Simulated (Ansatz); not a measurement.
fcc Cu was calculated with PBEsol-D3(BJ) in Ansatz (PAW).

Numerical settings: plane-wave cutoff 520 eV, 26×26×26 k mesh, Fermi–Dirac smearing 0.05 eV, no spin polarisation, scalar-relativistic PAW data made under PBE.

Results at a series of volumes:

```
V (Å³/atom)  E − E_lowest (meV/atom)  P (GPa)
-----------  -----------------------  -------
10.145                         27.63    14.24
10.361                         12.03     9.02
10.577                          3.07     4.38
10.793                          0.00     0.26
11.009                          2.16    -3.39
11.225                          8.96    -6.64
11.440                         19.88    -9.51
```

Task: Estimate the bulk modulus from the pressures at 10.577 and 11.009 Å³/atom, and compare it with a fit to all energies.

Result: B = −V dP/dV. Between V = 10.577 and 11.009 Å³/atom, dP/dV = (-3.39 − (4.38))/(11.009 − 10.577) = -18.0 GPa per Å³/atom; at the midpoint 10.793 Å³/atom this gives B ≈ 194 GPa. The third-order Birch–Murnaghan fit gives V0 = 10.807 Å³/atom, B0 = 193 GPa, B′ = 5.0, which lies within 1 % of that estimate.

Measured, for comparison: bulk modulus 144 GPa (0 K value with the zero-point phonon effect removed, our sources range from 140 to 145; as tabulated in Mejia-Rodriguez and Trickey (2018), arXiv:1807.09216); equilibrium volume per atom 11.62 Å³/atom (low-temperature or extrapolated to 0 K; zero-point anharmonic expansion removed; as tabulated in Csonka et al. (2009), arXiv:0903.4037). Computed (rounded) less measured: bulk modulus +34 % (+33 % to +38 % over the range), equilibrium volume per atom -7.0 %.

Computing time: roughly 60 core-seconds.

Ansatz is a program for electronic structure.
